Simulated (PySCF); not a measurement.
Core binding energy against partial charge

Compound: C₄H₃Cl.
Cartesian coordinates in Å at the PBE0-D3(BJ)/def2-SVP level; atoms count from 1:
```
atom  x, y, z in Å
C1    -1.371   -0.017   -0.213
C2    -0.047   -0.120   -0.160
C3     1.270    0.352    0.245
C4     1.196   -0.773   -0.441
Cl5    2.006   -2.063   -1.150
H6    -1.965   -0.776   -0.725
H7    -1.887    0.826    0.250
H8     1.868    1.104    0.754
```

Binding energies: delta-SCF UKS SCAN, pcX-2 on the ionised atom, pcseg-1 elsewhere, spin-free X2C (PySCF). Charges: PBE0/pcSseg-1 ground-state density, for the ionised atom.

```json
{"atom": "C1", "environment": "terminal =CH2 carbon", "C 1s (eV)": "289.53", "Mulliken (e)": "-0.194", "IAO (e)": "-0.451", "Hirshfeld (e)": "-0.179", "ESP (e)": "-0.860"}
{"atom": "C3", "environment": "alkene CH carbon", "C 1s (eV)": "291.27", "Mulliken (e)": "-0.029", "IAO (e)": "-0.134", "Hirshfeld (e)": "-0.022", "ESP (e)": "-0.208"}
{"atom": "C2", "environment": "fully substituted alkene carbon", "C 1s (eV)": "291.38", "Mulliken (e)": "-0.012", "IAO (e)": "+0.045", "Hirshfeld (e)": "-0.013", "ESP (e)": "+0.329"}
{"atom": "C4", "environment": "vinylic C–Cl carbon", "C 1s (eV)": "292.66", "Mulliken (e)": "-0.037", "IAO (e)": "-0.020", "Hirshfeld (e)": "+0.021", "ESP (e)": "-0.030"}
```

Question: How well does each charge scheme correlate with the binding energies over these sites?

Answer: Hirshfeld: r = 0.95, slope 13.8 eV per e; IAO: r = 0.86, slope 5.0 eV per e; Mulliken: r = 0.82, slope 12.5 eV per e; ESP: r = 0.75, slope 1.9 eV per e. Hirshfeld charges have the highest r, on only 4 points.

Question: The point-charge model writes a binding energy as kq + V + constant, with V the potential of the other atoms' charges at the site. What does it give with the IAO charges?

Answer: V = Σ 14.40 eV Å × q/r over all other atoms: +4.70 eV at C1, +1.92 eV at C3, -2.90 eV at C2, -0.37 eV at C4. Fitting binding energy − V to q gives k = 19.0 eV per e and leaves an rms residual of 0.66 eV, against 0.57 eV for the fit on q alone. The model has no term for differences in relaxation between sites.

The unrestricted hole states depart most from a pure doublet (⟨S²⟩ = 0.75; over 0.85 named) for C 1s of C3 (0.88), C 1s of C2 (0.87) and C 1s of C4 (0.99), which makes these values less certain. Isolated species at its PBE0-D3(BJ)/def2-SVP geometry, gas phase.
